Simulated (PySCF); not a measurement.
Scan of AlF₃, singlet: umbrella (inversion) coordinate, bond length relaxed. Scanned: angle between the Al-F bonds and the threefold axis (90 = planar). Other coordinates (Al-F bond length) were minimised at B3LYP/def2-TZVP.

- PBE/cc-pVDZ (PySCF)
- CAM-B3LYP/cc-pVDZ (PySCF)
- CCSD(T) on RHF/cc-pVDZ, 8 core orbitals frozen (PySCF)

Energies relative to the lowest point of each profile, in kJ/mol; the last columns give the difference from CCSD(T):

| a / ° | PBE | CAM-B3LYP | CCSD(T) | PBE − CCSD(T) | CAM-B3LYP − CCSD(T) |
|---|---|---|---|---|---|
| 90 | 0.0 | 0.0 | 0.0 | 0.0 | 0.0 |
| 93 | 1.9 | 2.1 | 2.0 | -0.2 | 0.0 |
| 96 | 7.6 | 8.3 | 8.4 | -0.8 | -0.1 |
| 99 | 17.2 | 18.8 | 19.2 | -2.1 | -0.5 |
| 102 | 30.7 | 33.5 | 34.6 | -3.9 | -1.1 |
| 105 | 48.2 | 52.6 | 54.4 | -6.2 | -1.8 |
| 108 | 70.0 | 76.5 | 79.2 | -9.2 | -2.7 |
| 111 | 96.2 | 105.3 | 109.2 | -13.0 | -3.9 |
| 114 | 127.2 | 139.4 | 145.1 | -17.9 | -5.7 |
| 117 | 163.5 | 179.5 | 187.3 | -23.8 | -7.8 |
| 120 | 205.7 | 226.1 | 236.4 | -30.7 | -10.2 |
| 123 | 254.4 | 280.3 | 293.2 | -38.8 | -12.9 |
| 126 | 310.9 | 343.4 | 359.2 | -48.3 | -15.8 |
| 129 | 376.8 | 417.2 | 435.9 | -59.1 | -18.6 |
| 132 | 454.6 | 504.7 | 525.4 | -70.8 | -20.7 |

PBE is furthest from CCSD(T) at 132 (-70.8 kJ/mol, below); its mean absolute difference over the points is 21.6 kJ/mol.

CAM-B3LYP is furthest from CCSD(T) at 132 (-20.7 kJ/mol, below); its mean absolute difference over the points is 6.8 kJ/mol.
